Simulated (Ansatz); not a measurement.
# CH3Cl: the cost of one run

Method: DFT PBE0, Gaussian basis def2-TZVPP, and further levels as typed in the inputs, in Ansatz 0.2.0.

## (1) The structure to begin with

Bond lengths: C1–Cl2 1.767 Å, C1–H3 1.092 Å, C1–H4 1.092 Å, C1–H5 1.092 Å. Angles: Cl2–C1–H3 109.1°, Cl2–C1–H4 109.1°, Cl2–C1–H5 109.1°, H3–C1–H4 109.9°, H3–C1–H5 109.9°, H4–C1–H5 109.9°.

As a file:

```xyz
5

C    -0.1391    0.0040    0.0037
Cl    1.6265   -0.0473   -0.0429
H    -0.5343   -0.4945   -0.8841
H    -0.4876   -0.5084    0.9031
H    -0.4656    1.0461    0.0203
```

## (2) Relaxing the atoms: CH3Cl

File input.yaml:

```yaml
relax:
  f_tol: 0.001
  max_steps: 200
crystal:
  periodic: [false, false, false]
  atoms:
    - { symbol: C, position_ang: [-0.13907, 0.00404, 0.00367] }
    - { symbol: Cl, position_ang: [1.62654, -0.0473, -0.04288] }
    - { symbol: H, position_ang: [-0.53428, -0.49453, -0.8841] }
    - { symbol: H, position_ang: [-0.48756, -0.50837, 0.90305] }
    - { symbol: H, position_ang: [-0.46563, 1.04615, 0.02027] }
basis:
  gaussian: { orbitals: def2-TZVPP }
hamiltonian:
  xc: pbe0
```

Launch:

```
> ansatz run input.yaml --threads 4 --pin off --max-ram 14336MiB --backend cpu --events-out ev --progress --plain --runs-dir out
```

What time and memory should one allow on 4 threads of Arm Neoverse N1, shared host?

About 7.2 s, with a peak of 0.17 GiB.
